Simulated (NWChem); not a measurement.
Program: NWChem. System: CH₃, charge 0, spin multiplicity 2, at a geometry optimised with UB3LYP/def2-SVP. The structure started from a generated list of species. Its SCF solution wasn't tested for a lower state. Level: UHF/def2-TZVP.

NWChem printed:

```
             Northwest Computational Chemistry Package (NWChem) 7.3.0
             --------------------------------------------------------

                                NWChem Input Module
                                -------------------

 Scaling coordinates for geometry "geometry" by  1.889725989
 (inverse scale =  0.529177249)

 Turning off AUTOSYM since
 SYMMETRY directive was detected!

                             Geometry "geometry" -> ""
                             -------------------------

 Output coordinates in angstroms (scale by  1.889725989 to convert to a.u.)

  No.       Tag          Charge          X              Y              Z
 ---- ---------------- ---------- -------------- -------------- --------------
    1 C                    6.0000     0.00000000     0.00000000     0.00000100
    2 H                    1.0000     0.00000000     0.00000000     1.09079800
    3 H                    1.0000    -0.94465700     0.00000000    -0.54540300
    4 H                    1.0000     0.94465700     0.00000000    -0.54540300

 Effective nuclear repulsion energy (a.u.)       9.5725784505

            Nuclear Dipole moment (a.u.)
            ----------------------------
        X                 Y               Z
 ---------------- ---------------- ----------------
     0.0000000000     0.0000000000    -0.0000037795

      Symmetry information
      --------------------

 Group name             C2v
 Group number             16
 Group order               4
 No. of unique centers     3

      Symmetry unique atoms

     1    2    3


 Summary of "ao basis" -> "" (spherical)
 ------------------------------------------------------------------------------
       Tag                 Description            Shells   Functions and Types
 ---------------- ------------------------------  ------  ---------------------
 *                         def2-tzvp                  on all atoms

 Summary of "ao basis" -> "ao basis" (spherical)
 ------------------------------------------------------------------------------
       Tag                 Description            Shells   Functions and Types
 ---------------- ------------------------------  ------  ---------------------
 C                         def2-tzvp                11       31   5s3p2d1f
 H                         def2-tzvp                 4        6   3s1p

                                 NWChem SCF Module
                                 -----------------
[...]
              MO Center=  4.2D-16,  2.1D-15,  8.7D-07, r^2= 2.6D+00
   Bfn.  Coefficient  Atom+Function         Bfn.  Coefficient  Atom+Function
  ----- ------------  ---------------      ----- ------------  ---------------
    13      0.782468  1 C  py                 7      0.256685  1 C  py

 Vector    6  Occ=0.000000D+00  E= 1.774942D-01  Symmetry=a1
              MO Center=  1.5D-15, -6.6D-16, -7.6D-06, r^2= 5.6D+00
   Bfn.  Coefficient  Atom+Function         Bfn.  Coefficient  Atom+Function
  ----- ------------  ---------------      ----- ------------  ---------------
     5      3.362103  1 C  s                 34     -1.741896  2 H  s
    40     -1.741904  3 H  s                 46     -1.741904  4 H  s
    33      0.220141  2 H  s                 39      0.220140  3 H  s
    45      0.220140  4 H  s                  3      0.174888  1 C  s

 Vector    7  Occ=0.000000D+00  E= 2.346988D-01  Symmetry=a1
              MO Center= -5.0D-13,  6.9D-22,  9.2D-01, r^2= 5.0D+00
   Bfn.  Coefficient  Atom+Function         Bfn.  Coefficient  Atom+Function
  ----- ------------  ---------------      ----- ------------  ---------------
    34      3.282594  2 H  s                 14     -2.015611  1 C  pz
    40     -1.641292  3 H  s                 46     -1.641292  4 H  s
    33     -0.516474  2 H  s                 39      0.258235  3 H  s
    45      0.258235  4 H  s                  8     -0.185889  1 C  pz

 center of mass
 --------------
 x =   0.00000000 y =   0.00000000 z =   0.00000050

 moments of inertia (a.u.)
 ------------------
           6.423398222843           0.000000000000           0.000000000000
           0.000000000000          12.846740854204           0.000000000000
           0.000000000000           0.000000000000           6.423342631361

  Mulliken analysis of the total density
  --------------------------------------

    Atom       Charge   Shell Charges
 -----------   ------   -------------------------------------------------------
    1 C    6     6.39   0.85  1.12  0.49  0.70  0.14  1.19  1.36  0.50  0.01  0.02  0.00
    2 H    1     0.87   0.26  0.49  0.10  0.02
    3 H    1     0.87   0.26  0.49  0.10  0.02
    4 H    1     0.87   0.26  0.49  0.10  0.02

  Mulliken analysis of the alpha density
  --------------------------------------

    Atom       Charge   Shell Charges
 -----------   ------   -------------------------------------------------------
    1 C    6     3.83   0.43  0.56  0.27  0.37  0.09  0.78  0.93  0.37  0.00  0.01  0.00
    2 H    1     0.39   0.12  0.22  0.04  0.01
    3 H    1     0.39   0.12  0.22  0.04  0.01
    4 H    1     0.39   0.12  0.22  0.04  0.01

   Mulliken analysis of the beta density
   -------------------------------------

    Atom       Charge   Shell Charges
 -----------   ------   -------------------------------------------------------
    1 C    6     2.57   0.43  0.56  0.23  0.32  0.05  0.41  0.42  0.13  0.01  0.01  0.00
    2 H    1     0.48   0.14  0.27  0.06  0.01
    3 H    1     0.48   0.14  0.27  0.06  0.01
    4 H    1     0.48   0.14  0.27  0.06  0.01

   Mulliken analysis of the spin density
   -------------------------------------

    Atom       Charge   Shell Charges
 -----------   ------   -------------------------------------------------------
    1 C    6     1.26   0.00 -0.00  0.04  0.05  0.05  0.37  0.51  0.25 -0.00 -0.00 -0.00
    2 H    1    -0.09  -0.02 -0.05 -0.02  0.01
    3 H    1    -0.09  -0.02 -0.05 -0.02  0.01
    4 H    1    -0.09  -0.02 -0.05 -0.02  0.01

       Multipole analysis of the density wrt the origin
       ------------------------------------------------

     L   x y z        total         alpha         beta         nuclear
     -   - - -        -----         -----         ----         -------
     0   0 0 0     -0.000000     -5.000000     -4.000000      9.000000

     1   1 0 0      0.000000      0.000000      0.000000      0.000000
     1   0 1 0      0.000000      0.000000      0.000000      0.000000
     1   0 0 1     -0.000000      0.000000      0.000003     -0.000004

     2   2 0 0     -5.366563     -6.096668     -5.643365      6.373470
     2   1 1 0      0.000000     -0.000000      0.000000      0.000000
     2   1 0 1     -0.000000      0.000000     -0.000000      0.000000
     2   0 2 0     -6.732590     -4.695710     -2.036880      0.000000
     2   0 1 1     -0.000000      0.000000     -0.000000      0.000000
     2   0 0 2     -5.366538     -6.096682     -5.643382      6.373525

 Task  times  cpu:        0.4s     wall:        0.4s

 Total times  cpu:        0.5s     wall:        0.5s
```

### Question
Write an NWChem input that would produce this output.

### Answer
Several could match; the one computed here: 
```
start mol
memory heap 200 mb stack 900 mb global 1100 mb
geometry units angstroms nocenter noautoz
  C      0.000000     0.000000     0.000001
  H      0.000000     0.000000     1.090798
  H     -0.944657     0.000000    -0.545403
  H      0.944657     0.000000    -0.545403
  symmetry group C2v
end
basis spherical
  * library def2-tzvp
end
scf
  uhf
  nopen 1
  maxiter 100
  thresh 1e-7
  semidirect memsize 60000000 filesize 0
  # guess.movecs holds the orbitals of an unrestricted PBE0 run
  vectors input guess.movecs output mol.movecs
end
task scf energy
```
